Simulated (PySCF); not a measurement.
Reaction (SMILES): [C](Cl)Cl (closed-shell singlet) + 3 [H][H] (H2) → C (CH4) + 2 Cl (HCl)
B3LYP-D3(BJ)/def2-TZVP geometries, fixed; electronic energies without zero-point terms.
Largest species:
```
C
H 1 1.0892
H 1 1.0892 2 109.47
H 1 1.0892 2 109.47 3 120.00
H 1 1.0892 2 109.47 3 -120.00
```
Charge 0, spin multiplicity 1.

Basis-set convergence of the energy of full hydrogenation at M06-2X with PySCF. All functions are spherical. Density fitting with generated auxiliary sets. No added dispersion term, no relativity. Functions are those of the species that has most. Reference: the value in def2-QZVPPD, -129.39 kcal/mol, itself unsure by roughly 0.09 kcal/mol (its mean distance from pcseg-3, def2-QZVPP, cc-pV(Q+d)Z). Deviations are taken from unrounded values. Cost is core time over that of def2-SVP, rough, on shared machines of one kind.

```
basis              functions  cost
-----------------  ---------  ----
def2-SVP                  50    1×
6-311+G**                 82    1×
aug-cc-pV(D+d)Z           87    2×
6-311++G(2d,2p)           97    2×
def2-TZVP                105    2×
def2-TZVPP               115    2×
6-311++G(3df,3pd)        133    3×
jun-cc-pV(T+d)Z          135    3×
aug-cc-pV(T+d)Z          156    3×
def2-QZVPP               197    5×
```

### Question
Which is the smallest set listed that can be trusted to 1 kcal/mol here, that is, within that of the reference together with its larger relatives (same family, alike in diffuse functions; a set with none to test it counts only in the reference's own line)?

### Answer
The smallest set listed that lies within 1 kcal/mol of the reference with all its larger relatives (same family, alike in diffuse functions; a set with none counts only in the reference's own line) is aug-cc-pV(D+d)Z (87 functions, 2× in cost, 0.05 kcal/mol off). Inside, with no larger relative to test it: 6-311++G(3df,3pd). Value minus reference: def2-SVP -2.91, 6-311+G** -2.06, aug-cc-pV(D+d)Z 0.05, 6-311++G(2d,2p) -1.51, def2-TZVP 2.20, def2-TZVPP 0.58, 6-311++G(3df,3pd) -0.13, jun-cc-pV(T+d)Z 0.11, aug-cc-pV(T+d)Z -0.01, def2-QZVPP -0.01 kcal/mol.
